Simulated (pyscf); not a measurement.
# Routes from •O–PH–OH + H₂

Candidate steps break at most two bonds and form at most two. Each was searched with GFN2-xTB (tblite) first. Single points on ωB97X-D3(BJ)/def2-SVP structures (PySCF, gas phase). Energies: ωB97M-D3(BJ)/def2-TZVP, kcal/mol, from the separated reactants, doublet surface; ΔG‡ with ideal gas, 1 atm, RRHO with modes under 100 cm⁻¹ raised to 100, one conformer, R ln 2 for chiral ones without a mode under 150 cm⁻¹.

```json
[
 {"products": "HO–PH–OH + H•", "type": "hydrogen abstraction", "ΔE‡": "30.5", "ΔE": "+23.1", "ΔG‡ 298 K": "36.8", "ΔG‡ 900 K": "53.7", "ν‡ (cm⁻¹)": "2017i"},
 {"products": "•O–PH–OH + H₂", "type": "concerted two-bond exchange", "ΔE‡": "36.7", "ΔE": "0.0", "ΔG‡ 298 K": "45.1", "ΔG‡ 900 K": "66.1", "ν‡ (cm⁻¹)": "2213i"},
 {"products": "HO–P•–OH + H₂", "type": "concerted two-bond exchange", "ΔE‡": "43.9", "ΔE": "-4.2", "ΔG‡ 298 K": "51.6", "ΔG‡ 900 K": "70.1", "ν‡ (cm⁻¹)": "2044i"}
]
```

Plain bond fissions and candidates not yet searched are not listed, and one of them may be faster. Each barrier is that of the saddle found; lower ones may exist.
